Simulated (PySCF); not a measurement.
# Dipole moment and polarisability of `C/C(F)=C/C#N`

C4H4FN.
Geometry (PBE0-D3(BJ)/def2-SVP, Å), atoms numbered from 1 in this order:
```xyz
10
C4H4FN angstrom
C     -1.545    0.106    0.054
C     -0.105   -0.052    0.358
F      0.141   -0.276    1.640
C      0.915    0.010   -0.514
C      2.273   -0.155   -0.132
N      3.390   -0.279    0.155
H     -1.708    0.301   -1.012
H     -2.090   -0.807    0.344
H     -1.963    0.936    0.645
H      0.699    0.194   -1.568
```

Level: B3LYP/def2-SVPD (PySCF), static field, nuclei fixed, core orbitals frozen in the response. The polarisability tensor in these axes (au):

```
x   84.64 -2.86 -3.84
y   -2.86 38.20 -1.25
z   -3.84 -1.25 47.51
```

Q: What are the eigenvalues, a third of the trace, and Δα (Δα² = ½Σ(αi − αj)² over the three pairs)?

A: Principal values 37.79, 47.37 and 85.19 au; mean 56.78 au = 8.41 Å³ = 9.36 × 10⁻⁴⁰ C²·m²/J; Δα = 43.41 au (76 % of the mean).

Q: What is the dipole moment, and where does it point?

A: (-5.21, 0.66, -1.74) D, 5.53 D in size, pointing from the negative to the positive side. Measured along this direction, the outermost atoms are N6 at the negative end and H7 at the positive end.

Q: Directions of the eigenvectors, and the extent of the frame along each?

A: Largest value along (0.99, -0.06, -0.10), where the nuclei span 5.44 Å; middle along (0.09, -0.16, 0.98), 3.18 Å; least along (0.07, 0.99, 0.16), 1.77 Å. The response follows the extents in order.

Q: Orientational against electronic polarisability at 298 K (dilute gas, rigid molecules)?

A: In Gaussian units μ²/3kT = 247.86 Å³ against 8.41 Å³, a ratio of 29.46; the Debye molar polarisation (4π/3)N_A(α + μ²/3kT) is 646.5 cm³/mol, leaving out the vibrational part.

Q: Find the Langevin capture rate constant for O2+ (31.990 u) meeting this molecule (85.033 u), k = 2.342 × 10⁻⁹ cm³/s × √(α in Å³ / reduced mass in u).

A: The reduced mass is 23.24 u, so k = 1.41 × 10⁻⁹ cm³/s. The formula leaves out the permanent dipole, which adds to the capture rate.

Q: Molar refractivity from α?

A: Lorentz–Lorenz: R = (4π/3)N_A α = 2.5225 cm³/(mol·Å³) × 8.41 Å³ = 21.2 cm³/mol, in the limit of long wavelengths.

Geometry: PBE0-D3(BJ)/def2-SVP; no solvent, vibrations or thermal averaging.

These values come from a run that also computed excited states and ΔSCF ions. The run took 46 s of wall time on Arm Neoverse V1, one thread (shared host).
